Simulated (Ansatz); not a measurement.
This script for a single point in a Gaussian basis of C₃H₉NS, SMILES CNCSC with the Python package of Ansatz (0.2.0) holds a mistake.

`energy.py`:
```python
"""Electronic structure of the C3H9NS molecule."""

from pathlib import Path

import ansatz as az

BASIS = "def2-SVPD"


def main() -> None:
    geometry_ang = [
        ("C", (-1.465, 1.0374, 1.3163)),
        ("N", (-0.7257, 1.4331, 0.1328)),
        ("C", (0.344, 0.5107, -0.107)),
        ("S", (-0.1271, -0.9349, -1.0093)),
        ("C", (1.3804, -1.8206, -1.1634)),
        ("H", (-2.3166, 1.8312, 1.4301)),
        ("H", (-0.8776, 1.1082, 2.218)),
        ("H", (-1.9392, 0.1127, 1.2048)),
        ("H", (-1.3136, 1.4179, -0.6514)),
        ("H", (1.1285, 1.0168, -0.686)),
        ("H", (0.8519, 0.2144, 0.8647)),
        ("H", (1.2465, -2.7433, -1.6698)),
        ("H", (1.7265, -2.0183, -0.1697)),
        ("H", (2.0738, -1.1944, -1.6815)),
    ]
    mol = az.Crystal.molecule()
    for symbol, xyz in geometry_ang:
        mol = mol.atom(symbol, xyz)

    job = mol.calculation().basis(gaussian=BASIS).functional(az.LibraryFunctional("B97M-V")).orbitals()
    print(job.to_yaml())
    out = job.run(threads=1, runs_dir="c3h9ns_runs")
    report = out.report()

    for key in ("converged", "free_energy_ev", "reference_energy_ev", "n_frozen", "n_occupied", "n_virtual"):
        print(f"{key:22s} {report[key]}")

    field = report["mean_field"]
    print("<S^2> =", round(abs(field["state"]["spin_squared"]), 4), " all-electron relativity setting:", field["relativity"])
    print("passes:", field["passes"])
    if "symmetry" in field:
        print("occupied orbitals by irrep:", field["symmetry"]["occupied"])

    lines = Path(report["orbitals_path"]).read_text().splitlines()
    field_of = lambda key: [line.split("=")[1].strip() for line in lines if line.startswith(key)]
    orbitals = [(27.211386 * float(e), s, float(n)) for e, s, n in zip(field_of("Ene="), field_of("Spin="), field_of("Occup="))]
    homo = max(e for e, _, n in orbitals if n > 0.5)
    lumo = min(e for e, _, n in orbitals if n < 0.5)
    print(f"HOMO {homo:.3f} eV, LUMO {lumo:.3f} eV, gap {lumo - homo:.3f} eV")


if __name__ == "__main__":
    main()
```

```console
$ python energy.py
crystal:
  periodic: [false, false, false]
  atoms:
    - { symbol: C, position_ang: [-1.465, 1.0374, 1.3163] }
    - { symbol: "N", position_ang: [-0.7257, 1.4331, 0.1328] }
    - { symbol: C, position_ang: [0.344, 0.5107, -0.107] }
    - { symbol: S, position_ang: [-0.1271, -0.9349, -1.0093] }
    - { symbol: C, position_ang: [1.3804, -1.8206, -1.1634] }
    - { symbol: H, position_ang: [-2.3166, 1.8312, 1.4301] }
    - { symbol: H, position_ang: [-0.8776, 1.1082, 2.218] }
    - { symbol: H, position_ang: [-1.9392, 0.1127, 1.2048] }
    - { symbol: H, position_ang: [-1.3136, 1.4179, -0.6514] }
    - { symbol: H, position_ang: [1.1285, 1.0168, -0.686] }
    - { symbol: H, position_ang: [0.8519, 0.2144, 0.8647] }
    - { symbol: H, position_ang: [1.2465, -2.7433, -1.6698] }
    - { symbol: H, position_ang: [1.7265, -2.0183, -0.1697] }
    - { symbol: H, position_ang: [2.0738, -1.1944, -1.6815] }
basis:
  gaussian:
    orbitals: def2-SVPD
hamiltonian:
  xc:
    name: B97M-V
output:
  orbitals: {}

Traceback (most recent call last):
  File "energy.py", line 54, in <module>
    main()
    ~~~~^^
  File "energy.py", line 34, in main
    report = out.report()
TypeError: 'dict' object is not callable
$ echo $?
1
```

Find the fault and give the corrected script.

The fault: report is a dict, not a method. Mended:

```diff
--- before
+++ after
@@ -33,3 +33,3 @@
     out = job.run(threads=1, runs_dir="c3h9ns_runs")
-    report = out.report()
+    report = out.report
```

After the fix:

```console
$ python energy.py
crystal:
  periodic: [false, false, false]
  atoms:
    - { symbol: C, position_ang: [-1.465, 1.0374, 1.3163] }
    - { symbol: "N", position_ang: [-0.7257, 1.4331, 0.1328] }
    - { symbol: C, position_ang: [0.344, 0.5107, -0.107] }
    - { symbol: S, position_ang: [-0.1271, -0.9349, -1.0093] }
    - { symbol: C, position_ang: [1.3804, -1.8206, -1.1634] }
    - { symbol: H, position_ang: [-2.3166, 1.8312, 1.4301] }
    - { symbol: H, position_ang: [-0.8776, 1.1082, 2.218] }
    - { symbol: H, position_ang: [-1.9392, 0.1127, 1.2048] }
    - { symbol: H, position_ang: [-1.3136, 1.4179, -0.6514] }
    - { symbol: H, position_ang: [1.1285, 1.0168, -0.686] }
    - { symbol: H, position_ang: [0.8519, 0.2144, 0.8647] }
    - { symbol: H, position_ang: [1.2465, -2.7433, -1.6698] }
    - { symbol: H, position_ang: [1.7265, -2.0183, -0.1697] }
    - { symbol: H, position_ang: [2.0738, -1.1944, -1.6815] }
basis:
  gaussian:
    orbitals: def2-SVPD
hamiltonian:
  xc:
    name: B97M-V
output:
  orbitals: {}

converged              True
free_energy_ev         -15572.789341916989
reference_energy_ev    -15572.789341916989
n_frozen               0
n_occupied             [25, 25]
n_virtual              [154, 154]
<S^2> = 0.0  all-electron relativity setting: none
passes: {'evaluations': 16, 'products': 13}
occupied orbitals by irrep: [{'A': 25}, {'A': 25}]
HOMO -5.249 eV, LUMO -0.034 eV, gap 5.215 eV
```

Total energies depend on the basis set; only differences at equal settings carry meaning. The geometry is a force-field or estimated start, not a minimum of this method, and the basis set is short of its limit. Levels such as HOMO and LUMO are orbital energies: with these approximate functionals they aren't the ionisation energy and electron affinity, and their gap isn't the fundamental gap. It ran for 31 s on 1 thread of Arm Neoverse V1, with other jobs on the host, peak memory 0.36 GiB.
